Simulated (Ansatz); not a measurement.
ClH₅Si₂, SMILES [SiH3][SiH2]Cl, a rigid scan of one bond length

With the Ansatz DFT code, driven from Python.

At the Python prompt:
```pycon
>>> import ansatz as az
>>> import numpy as np
>>> GEOMETRY = """
... Si   -0.66170    0.81950   -0.36440
... Si    0.55720   -0.91810    0.32560
... Cl    2.39810   -0.31120    0.90100
... H    -1.98930    0.41900   -0.80280
... H    -0.08170    1.54560   -1.55600
... H    -0.89230    1.87980    0.71100
... H    -0.03050   -1.59720    1.49910
... H     0.79230   -1.89450   -0.76930
... """
>>> system = az.Crystal.molecule()
>>> for line in GEOMETRY.strip().splitlines():
...     symbol, *xyz = line.split()
...     system = system.atom(symbol, [float(v) for v in xyz])
...
>>> symbols = [site.symbol for site in system.cartesian_sites]
>>> start = np.array([site.position_ang for site in system.cartesian_sites])
>>> axis = (start[6] - start[1]) / np.linalg.norm(start[6] - start[1])
>>> moving = [6]
>>> lengths, energies = [1.3, 1.36, 1.419, 1.478, 1.537, 1.596, 1.655, 1.744], []
>>> for length in lengths:
...     xyz = start.copy()
...     xyz[moving] += (length - np.linalg.norm(start[6] - start[1])) * axis
...     point = az.Crystal.molecule()
...     for symbol, place in zip(symbols, xyz):
...         point = point.atom(symbol, place.tolist())
...     base = point.calculation().basis(gaussian="6-31G*").functional("hf").scf(lower_state_search="light")
...     data = base.run(threads=1).report
...     energies.append(data["free_energy_ev"])
...     print(f"r = {length:6.3f} A  E = {energies[-1]:.5f} eV  <S^2> = {abs(data['mean_field']['state']['spin_squared']):.3f}")
...
r =  1.300 A  E = -28306.35472 eV  <S^2> = 0.000
r =  1.360 A  E = -28306.59829 eV  <S^2> = 0.000
r =  1.419 A  E = -28306.72039 eV  <S^2> = 0.000
r =  1.478 A  E = -28306.75168 eV  <S^2> = 0.000
r =  1.537 A  E = -28306.71254 eV  <S^2> = 0.000
r =  1.596 A  E = -28306.61929 eV  <S^2> = 0.000
r =  1.655 A  E = -28306.48508 eV  <S^2> = 0.000
r =  1.744 A  E = -28306.22773 eV  <S^2> = 0.000
>>> # quartic fit about the minimum
>>> fit = np.polynomial.Polynomial.fit(lengths, np.array(energies) - min(energies), 4).convert()
>>> roots = [r.real for r in fit.deriv().roots() if abs(r.imag) < 1e-9 and fit.deriv(2)(r.real) > 0]
>>> r_e = min(roots, key=lambda r: abs(r - lengths[int(np.argmin(energies))]))
>>> print(f"minimum of the fit at {r_e:.4f} A, force constant {fit.deriv(2)(r_e):.2f} eV/A^2")
minimum of the fit at 1.4720 A, force constant 20.80 eV/A^2
```

These settings explore the input space; basis and method may be short of convergence. The rest of the molecule is held rigid at a force-field or estimated start geometry, and the basis set is modest; single-reference methods fail as a bond breaks. Hartree-Fock leaves correlation out, so bond, atomisation and ionisation energies come out well too low. The orbitals are restricted, so S² is zero by construction. Finished in 4.3 s on 1 thread of Arm Neoverse V2, with other jobs on the host, peak memory 0.18 GiB.

(Lines on the test bed's own set-up are left out of the output.)
